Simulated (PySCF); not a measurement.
**Changing the system itself: PO3⁻**

One physical setting of the base script is moved in each run, with the edits that it forces.

The runs use PySCF 2.14.0; each script names its method and basis.

**1. The starting structure**

PO3⁻: 4 atoms, charge -1, spin multiplicity 1.

Bond lengths: P1–O2 1.512 Å, P1–O3 1.512 Å, P1–O4 1.512 Å. Angles: O2–P1–O3 120.0°, O2–P1–O4 120.0°, O3–P1–O4 120.0°.

**2. The run that the others are compared with**

Contents of input.py:

```python
from pyscf import gto, scf
from pyscf.prop.polarizability import rhf as pol

mol = gto.M(
    atom='P 0 0 0; O 1.5121 0 0; O -0.7561 1.3095 0; O -0.7561 -1.3095 0',
    basis='jorge-dzp',
    charge=-1,
    spin=0,
    verbose=4,
)
mf = scf.RHF(mol)
mf.kernel()
print('polarizability (a.u.)')
print(pol.Polarizability(mf).polarizability().round(4))
mf.dip_moment()
print('orbital energies (hartree):', mf.mo_energy[..., max(0, mol.nelec[1]-3):mol.nelec[0]+3].round(4))
```

Launch:

```console
$ OMP_NUM_THREADS=1 python input.py
```

The log of this run is left out.

**3. Coordinates × 0.88**

Run 1 changes geometry: coordinates × 1 → coordinates × 0.88.

input.py: that of step 2 with these lines changed.

```diff
@@ -4,3 +4,3 @@
 mol = gto.M(
-    atom='P 0 0 0; O 1.5121 0 0; O -0.7561 1.3095 0; O -0.7561 -1.3095 0',
+    atom='P 0 0 0; O 1.3306 0 0; O -0.6654 1.1524 0; O -0.6654 -1.1524 0',
     basis='jorge-dzp',
```

**4. Coordinates × 0.3**

Run 2 changes geometry: coordinates × 1 → coordinates × 0.3.

input.py: that of step 2 with these lines changed.

```diff
@@ -4,3 +4,3 @@
 mol = gto.M(
-    atom='P 0 0 0; O 1.5121 0 0; O -0.7561 1.3095 0; O -0.7561 -1.3095 0',
+    atom='P 0 0 0; O 0.4536 0 0; O -0.2268 0.3929 0; O -0.2268 -0.3929 0',
     basis='jorge-dzp',
```

**Question.** What will these runs give? Wanted: for each run, E(SCF); from base; gap.

The runs gave:

| run | E(SCF) (hartree) | from base (eV) | cycles | gap (eV) |
| --- | --- | --- | --- | --- |
| base | -565.455543 | 0 | 9 | 15.84 |
| coordinates × 0.88 | -565.338465 | +3.1858 | 9 | 16.78 |
| coordinates × 0.3 (poor choice) | -511.546357 | +1466.9437 | 9 | 5.08 |

**Reading.** The largest comparable shift of the SCF energy, +1466.944 eV, comes with the run “coordinates × 0.3”. With coordinates × 0.3 the frontier gap moves by over 1.5 eV, which can mean another electronic state rather than the bond length alone. Rows marked «poor choice» come from settings spoiled on purpose.
